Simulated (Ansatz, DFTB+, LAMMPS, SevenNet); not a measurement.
# Ladder of methods for the elastic constant C66 of α-quartz (SiO2)

Reference value: 39.9 GPa (measured, 298 K, no zero-point or thermal correction, C14's sign depends on the axes; as tabulated in Xie et al. (2023), arXiv:2212.00284).

```
level (code)                           value (GPa)  cell (Å³/atom)
-------------------------------------  -----------  --------------
Tersoff SiO.tersoff (LAMMPS)                  32.3           13.74
DFTB Si–O set cp2k-nonscc-sid (DFTB+)         36.2           12.29
SevenNet-0                                    41.8           13.37
LDA (Ansatz)                                   [?]           12.22
PBE (Ansatz)                                  41.6           13.38
r²SCAN (Ansatz)                                [?]           12.62
HSE06 (Ansatz)                                45.0           13.07
```

**Question.** Some entries are withheld; supply them.

**Answer.** 
- LDA (Ansatz, a program for electronic structure), value (GPa): 31.9
- r²SCAN (Ansatz), value (GPa): 38.8

Differences against the reference: Tersoff SiO.tersoff -19.0 %, DFTB Si–O set cp2k-nonscc-sid -9.3 %, SevenNet-0 +4.8 %, LDA -20 %, PBE +4.3 %, r²SCAN -2.8 %, HSE06 +12.8 %.

The reference is not for a static lattice or low temperature, so close values are not ranked against it.

The reference isn't brought to a static lattice, while the calculations are for one, so the differences are not the levels' errors alone.  DFTB Si–O set cp2k-nonscc-sid: this tight-binding set is not self-consistent in the charges. Each level is taken at its own relaxed cell. Cutoffs differ between the levels. Ansatz's density-functional and Hartree–Fock values are scalar-relativistic unless marked +SOC, with PAW data made under PBE.

Empirical potentials (Tersoff SiO.tersoff) are fitted to chosen data: where that held the value shown, agreement is built in, and what lay outside the fit can be far off. Machine-learned potentials (SevenNet-0) are trained on DFT data: a solid inside that data is no test of them.

Differences are worked out from the printed values.
